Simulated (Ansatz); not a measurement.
ZnSb (Pbca, No. 61), treated with LDA (Ansatz, an electronic-structure program, plane waves, PAW).

Numerical settings: plane-wave cutoff 520 eV, 6×4×4 k mesh (along the axes of the cell as run), scalar-relativistic PAW data made under PBE.

Computed at the level's own relaxed cell.

Hill averages of the elastic tensor: K = 61.8 GPa, G = 34.8 GPa. Volume 22.986 Å³/atom, mean atomic mass 93.585 u.

### Question
Work out the density, the sound velocities of a polycrystal and the elastic Debye temperature at this level.

### Answer
ρ = 1.66054 × 93.585/22.986 = 6.761 g/cm³. v_l = √[(K + 4G/3)/ρ] = 4.000 km/s and v_t = √(G/ρ) = 2.269 km/s. The mean follows from 3/v_m³ = 1/v_l³ + 2/v_t³: v_m = 2.523 km/s. Θ_D = (ħ/k_B) v_m (6π²/V)^(1/3) = 76.38 K Å s/km × 2.523 × 1.3709 Å⁻¹ = 264 K, counting all atoms of the cell.

Note: the volume lies 6 % below that of the published cell.
